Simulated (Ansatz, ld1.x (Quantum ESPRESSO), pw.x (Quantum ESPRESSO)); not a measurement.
# silver: does the PAW potential hold in the solid?

ld1.x (Quantum ESPRESSO) 7.5 input, shortened:

```
&input
   title='Ag', zed=47., rel=1, dft='PBESOL', iswitch=3,
   config='[Kr] 4d10 5s1 5p0'
 /
 &inputp
   pseudotype=3, lpaw=.true., tm=.true., lloc=-1, rcloc=2.90,
   nlcc=.true., new_core_ps=.true., rcore=1.75,
   which_augfun='BESSEL', rmatch_augfun=1.50
 /
6
5S  1  0   1.00   0.00  2.70  2.95  0.0
5S  1  0   0.00   3.45  2.70  2.95  0.0
5P  2  1   0.00   0.00  2.00  2.60  0.0
5P  2  1   0.00   0.35  2.00  2.60  0.0
4D  3  2  10.00   0.00  1.40  1.80  0.0
4D  3  2   0.00   1.10  1.40  1.80  0.0
 &test
   configts(1)='4d10 5s1 5p0'
 /
```

Atomic tests: cutoffs needed: 35 Ry and 55 Ry (the cutoffs (Ry, on a coarse ladder) from which the occupation-weighted sum of valence levels, in a spherical-Bessel basis at the reference potential, stays within 10 and 1 mRy of its value at 400 Ry); ghost test: no extra level below or beside the all-electron valence levels (s, p, d, f tested) (spherical-Bessel basis up to 400 Ry, 20 bohr box); configuration tests: 1 of 7 tests not solved or not reliable.

Crystal test: diamond Ag in pw.x 7.5, no spin, 8³ k-points, Fermi–Dirac smearing 0.01 Ry, cutoffs 70/560 Ry. The reference is all-electron LAPW (Ansatz 0.2.0) with the same functional, mesh and smearing; V0 and B0 come from Birch–Murnaghan fits to the pressures at five volumes. Errors are pseudo minus all-electron; Δ is the rms difference of the E(V) curves that follow from these fits, minima aligned, over ±6 % about the mean V0. Mesh and smearing are coarse, so the numbers serve the comparison and aren't converged zero-temperature values; the lattice is a test structure that the element need not adopt.

All-electron: a0 = 6.037 Å (V0 = 27.50 Å³/atom), B0 = 41.5 GPa.

Problem. How far does the potential miss the all-electron equation of state?

Solution. mean pressure error (GPa): +1.13; a0 (Å): 6.088; a0 error (%): +0.84; B0 error (%): -2.0; Δ (meV/atom): 6.4. The largest radius (2.95 bohr) exceeds half the bond length (2.47 bohr), so the spheres overlap, which is one possible source of error among others. This is a poor potential for the solid. Atomic configuration tests: 1 of 7 tests not solved or not reliable.

```csv
V (Å³/atom),P all-electron (GPa),P pseudo (GPa)
26.120,2.46,3.90
26.808,1.13,2.39
27.495,0.00,1.11
28.182,-0.95,0.02
28.870,-1.76,-0.89
```

Problem. At the middle volume, how do free energy and pressure move when the wave cutoff is lowered (ecutrho held at 560 Ry)?

Solution.

```
cutoff (Ry)  shift of F (meV/atom)  shift of P (GPa)
         32                 +131.0             -3.97
         42                  +63.1             -0.87
         56                   +3.0             -0.03
```

The run at the middle volume (29 k-points, 9 iterations) took about 58 s on one core of a shared host (Neoverse-V1, 32 threads, 247 GiB, load 21).
